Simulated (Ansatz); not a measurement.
Molecule: AlCl3 (charge 0, singlet). SMILES: [Cl][Al]([Cl])[Cl]

Atoms: Al1, Cl2, Cl3, Cl4. Bonds: Al1-Cl2, Al1-Cl3, Al1-Cl4.

Bond lengths (Å) and angles (degrees) optimised at HF/STO-3G with Ansatz (a program for electronic structure); HF/6-31G* with Ansatz; B3LYP/LANL2DZ with Ansatz; MP2/6-31G* with Ansatz, each started from the B3LYP-D3(BJ)/def2-TZVP structure (Ansatz) of the last column. A row stands for all coordinates that are equal there. 6-31G* holds six Cartesian d functions. No wavenumbers were computed at HF/STO-3G, B3LYP/LANL2DZ, MP2/6-31G*, so these may be saddle points.

```tsv
coordinate	HF/STO-3G	HF/6-31G*	B3LYP/LANL2DZ	MP2/6-31G*	B3LYP-D3(BJ)/def2-TZVP
Al1-Cl2	2.050	2.077	2.174	2.072	2.076
Cl2-Al1-Cl3	120.0	120.0	120.0	120.0	120.0
```

Mean signed difference of all 3 bond lengths from B3LYP-D3(BJ)/def2-TZVP: HF/STO-3G -0.026 Å, HF/6-31G* 0.001 Å, B3LYP/LANL2DZ 0.097 Å, MP2/6-31G* -0.004 Å.
